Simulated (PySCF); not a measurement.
Bonds broken one at a time in the series silaethenyl-X. Isolated molecules, 0 K electronic values unless said otherwise. One relaxed conformer stands for each flexible species; it need not be the lowest. Strings in code marks are SMILES.

Method: PBE-D3(BJ)/def2-TZVP // PBE0-D3(BJ)/def2-TZVP (PySCF). 

| species | dipole moment (D) |
|---|---|
| whole molecule (`C=[SiH]CC` (C–Si–C–C torsion 1°)) | – |
| radical fragment (`[CH2]C`) | 0.35 |
| whole molecule (`C=[SiH]OC` (C–Si–O–C torsion 0°)) | – |
| whole molecule (`C([SiH]=C)=O` (C–Si–C–O torsion 0°)) | – |
| radical fragment (`C=[SiH][C]=O` (C–Si–C–O torsion 104°)) | – |
| radical fragment (`O=[C]O` (O–C–O–H torsion 0°)) | – |
| whole molecule (`C=[SiH][SiH3]`) | ___ |
| radical fragment (`C[S]`) | 1.76 |

**Question.** Some entries are withheld; supply them.

**Answer.** 
- whole molecule (`C=[SiH][SiH3]`), dipole moment (D): 0.58
